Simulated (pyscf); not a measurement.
Addition across a multiple bond or ene-type step: H₂N–AlH₂ + H₂C=CH₂ → H₂N–CH₂–CH₂–AlH₂

Gas phase, singlet surface, charge 0. Bonds broken: N1–Al2. Bonds formed: N1–C7, Al2–C8. Structures and frequencies: ωB97X-D3(BJ)/def2-SVP in PySCF. Correlated levels are frozen-core, on RHF or UHF. ΔMP2 is the change of the MP2 total energy from the triple- to the quadruple-zeta basis.

Transition state (Å):

```xyz
12

N      0.2168    -0.8939     0.6264
Al     0.7538     0.2043    -0.8172
H     -0.4764    -1.6287     0.4978
H      0.8882    -1.2102     1.3238
H      2.3085     0.5678    -0.7820
H     -0.0035    -0.1404    -2.1803
C     -0.6521     1.0173     1.0948
C     -0.3011     1.8943     0.0713
H     -1.6431     0.5582     1.1268
H     -0.1197     1.0246     2.0490
H     -1.0477     2.1479    -0.6881
H      0.4983     2.6212     0.2477
```

One imaginary mode, 437i cm⁻¹; descent along it reached the two sides named, in the forms told below.

```json
[
 {"bond": "N1–Al2", "change": "breaks", "reactant side (Å)": "1.790", "saddle": "1.892", "product side": "2.083"},
 {"bond": "N1–C7", "change": "forms", "reactant side (Å)": "3.4", "saddle": "2.151", "product side": "1.515"},
 {"bond": "Al2–C8", "change": "forms", "reactant side (Å)": "2.7", "saddle": "2.181", "product side": "2.006"}
]
```

Electronic energies relative to the separated reactants (kcal/mol):

| level | barrier | reaction energy | reverse barrier |
|---|---|---|---|
| ωB97X-D3(BJ)/def2-TZVP | 8.2 | -15.4 | 23.6 |
| PBE/def2-TZVP | 6.7 | -10.8 | 17.5 |
| r²SCAN/def2-TZVP | 5.9 | -11.8 | 17.7 |
| B3LYP-D3(BJ)/def2-TZVP | 10.4 | -7.7 | 18.1 |
| PBE0-D3(BJ)/def2-TZVP | 6.1 | -16.1 | 22.2 |
| M06-2X/def2-TZVP | 10.1 | -11.4 | 21.5 |
| ωB97M-D3(BJ)/def2-TZVP | 11.0 | -10.7 | 21.7 |
| HF/def2-TZVP | 24.0 | -1.5 | 25.4 |
| MP2/def2-QZVPP | 11.7 | -10.9 | 22.6 |
| CCSD/def2-TZVPP | 15.1 | -9.1 | 24.2 |
| CCSD(T)/def2-TZVPP | 12.7 | -9.7 | 22.4 |
| CCSD(T)/def2-TZVPP + ΔMP2(QZVPP) | 12.8 | -9.2 | 22.0 |

With CCSD(T)/def2-TZVPP + ΔMP2(QZVPP) energies and thermal terms (ideal gas, 1 atm, RRHO with modes under 100 cm⁻¹ raised to 100, one conformer, R ln 2 for chiral ones without a mode under 150 cm⁻¹), in kcal/mol:

```csv
T (K),ΔH‡,ΔG‡,ΔH,ΔG
298,13.6,24.9,-5.8,+6.0
600,13.9,36.3,-5.8,+18.1
900,14.4,47.5,-5.2,+29.9
1200,15.0,58.4,-4.2,+41.4
```

On the reactant side the descent ends in a bound adduct (not fully relaxed), 8.9 kcal/mol under the separated species and 17.2 kcal/mol under the saddle at ωB97X-D3(BJ)/def2-TZVP. What is counted as broken (Al–N) persists as a longer contact in the product adduct; parting that adduct is a step of its own. H₂N–CH₂–CH₂–AlH₂ is closed by a dative Al–N contact. H₂N–CH₂–CH₂–AlH₂ lies 35.8 kcal/mol over its isomer H₃C–Al(CH₃)–NH₂ (electronic energy, ωB97M-D3(BJ)/def2-TZVP). One saddle was located; it need not be the lowest between these sides. The CCSD(T) − MP2 part came from Ansatz, without density fitting, on the same reference.
